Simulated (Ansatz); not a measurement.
Two shapes of triplet C2O.

Shape 1:

```xyz
3

C     0.0214   -0.0073   -0.0151
C     0.5244    0.8846   -0.9738
O     0.9024    1.5318   -1.7123
```

Shape 2:

```xyz
3

C     0.0238    0.0011   -0.0164
C     0.5090    0.8489   -0.9510
O     0.9154    1.5591   -1.7338
```

Basis set: def2-SVP (spherical functions). Correlated methods keep 3 orbitals frozen. Charge 0, multiplicity 3.

Computed with Ansatz (development build ahead of 0.2.0); each method stands on the lowest determinant of its kind that the runs found.

(1) Which shape is lower in energy, and by how much in each method?

Results:

(1)

```
 method  E(2) − E(1) (eV)
    UHF            -0.490
UHF-MP2            -0.766
```

Shape 2 is lower. Caution for UHF-MP2: MP2 forces lie far from those of the mean fields.
